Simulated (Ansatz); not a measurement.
**H4OSi: nudged elastic band for an internal rotation, by script**

A script is to give a nudged elastic band for an internal rotation; the system is H4OSi. SMILES: O[SiH3].

Computed with the Python package of Ansatz 0.2.0. Level of theory: PBE/6-31G*.

## Step 1: Starting point

Bond lengths: O1–Si2 1.625 Å, O1–H3 0.952 Å, Si2–H4 1.464 Å, Si2–H5 1.454 Å, Si2–H6 1.464 Å. Angles: O1–Si2–H4 110.3°, O1–Si2–H5 101.6°, O1–Si2–H6 110.3°, H4–Si2–H5 112.8°, H4–Si2–H6 108.8°, H5–Si2–H6 112.9°, Si2–O1–H3 122.3°.

No structure file is read: the coordinates are typed or built in the script.

## Step 2: The script

The input, neb.py:

```python
# -*- coding: utf-8 -*-
"""Barrier to internal rotation of H4OSi by a nudged elastic band."""

import warnings

import ansatz as az
import numpy as np

warnings.simplefilter("ignore", az.DeckWarning)

geometry_ang = [
    ("O", [0.60987, -0.98223, 0.39855]),
    ("Si", [-0.0571, 0.37443, -0.19755]),
    ("H", [0.10661, -1.62242, 0.89184]),
    ("H", [-1.13174, 0.04363, -1.13493]),
    ("H", [1.08415, 1.00003, -0.84517]),
    ("H", [-0.61179, 1.18655, 0.88727]),
]
system = az.Crystal.molecule()
for symbol, xyz in geometry_ang:
    system = system.atom(symbol, xyz)

setup = (
    system.calculation()
    .basis(gaussian="6-31G*")
    .functional("PBE")
)
symbols = [site.symbol for site in system.cartesian_sites]
start = np.array([site.position_ang for site in system.cartesian_sites], dtype=float)
rep = setup.relax(force_tolerance=0.005, max_steps=100).run(threads=1, pin="off").report
end = np.array(rep["positions_ang"])

# a third of a turn moves each of the three like atoms to the place of the next
first, second, third = [3, 4, 5]
turned = end.copy()
turned[[first, second, third]] = end[[second, third, first]]
listed = lambda xyz: [{"symbol": s, "position_ang": p.tolist()} for s, p in zip(symbols, xyz)]
deck = setup.input().to_dict()
deck["crystal"]["atoms"] = listed(end)
deck["neb"] = {"final_atoms": listed(turned), "images": 3, "initial_path": "idpp", "f_tol": 0.03, "max_iterations": 40}
rounds = []
band = az.Session.from_dict(deck).plan().execute(on_event=lambda e: rounds.append(e["data"]) if e["event"] == "neb_iteration" else None)
for each in rounds:
    print(f"round {each['iteration']:2d}  largest band force {each['band_force_max_ev_ang']:.4f} eV/A")
images = rounds[-1]["images"]
for image in images:
    print(f"s = {image['path_coordinate_ang']:6.3f} A   {(image['lagrangian_ev'] - images[0]['lagrangian_ev']):8.3f} eV")
```

## Step 3: The input behind the calls

The package turns the script's settings into the engine's input (first run):

```yaml
crystal:
  periodic: [false, false, false]
  atoms:
    - { symbol: O, position_ang: [0.60987, -0.98223, 0.39855] }
    - { symbol: Si, position_ang: [-0.0571, 0.37443, -0.19755] }
    - { symbol: H, position_ang: [0.10661, -1.62242, 0.89184] }
    - { symbol: H, position_ang: [-1.13174, 0.04363, -1.13493] }
    - { symbol: H, position_ang: [1.08415, 1.00003, -0.84517] }
    - { symbol: H, position_ang: [-0.61179, 1.18655, 0.88727] }
basis:
  gaussian:
    orbitals: "6-31G*"
hamiltonian:
  xc: pbe
relax:
  f_tol: 0.005
  max_steps: 100
```

## Step 4: The run

Run with:

```console
> python neb.py
```

Q: Predict the main results. Wanted: moves of the relaxation of run 1; energy gained in run 1; last largest force component of run 1; barrier forwards; barrier backwards; end to end.

**Answer**, as computed:

| quantity | value |
| --- | --- |
| runs compared | 2 |
| moves of the relaxation of run 1 | 5 |
| energy gained in run 1 | 0.153 eV |
| last largest force component of run 1 | 0.0030 eV/Å |
| barrier forwards | 0.032 eV |
| barrier backwards | 0.032 eV |
| end to end | 0.000 eV |
| band iterations | 6 |

The dearest, run 2 (band (NEB)), took some 5.6 times as long as run 1 (relaxation). Run 1: The relaxation took 5 moves; the largest shift is 0.099 Å, of atom 1 (O). The highest image, number 2, lies 0.032 eV above the start, about 1.2 times kT at 300 K. The energies are electronic: no zero-point or thermal terms, and the basis set is short of its limit.
